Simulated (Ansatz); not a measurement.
A run of Ansatz (development build ahead of 0.2.0) on triplet SO at this shape:

| atom | x (Å) | y (Å) | z (Å) |
| --- | --- | --- | --- |
| S | 0.0000 | 0.0000 | -0.5006 |
| O | 0.0000 | 0.0000 | 1.0013 |

Its results:

```json
{
  "Converged": "yes",
  "Reference energy": "-472.40237 hartree",
  "Correlation energy": "-0.37338 hartree",
  "Total energy": "-472.77576 hartree",
  "Spin squared of the determinant": "2.057"
}
```

Question: Which input gives this output? Name the method, the orbitals and the basis set, and write the input.

Answer: UHF-MP2 in def2-TZVP.

```yaml
crystal:
  periodic: [false, false, false]
  atoms:
    - { symbol: S, position_ang: [0.0, 0.0, -0.50063] }
    - { symbol: O, position_ang: [0.0, 0.0, 1.00126] }
basis:
  gaussian: { orbitals: def2-TZVP }
magnetization:
  spin_polarized: true
  initial_magnetization: 2
hamiltonian:
  xc: hf
correlation:
  method: mp2
  frozen_orbitals: { O: 1, S: 5 }
```
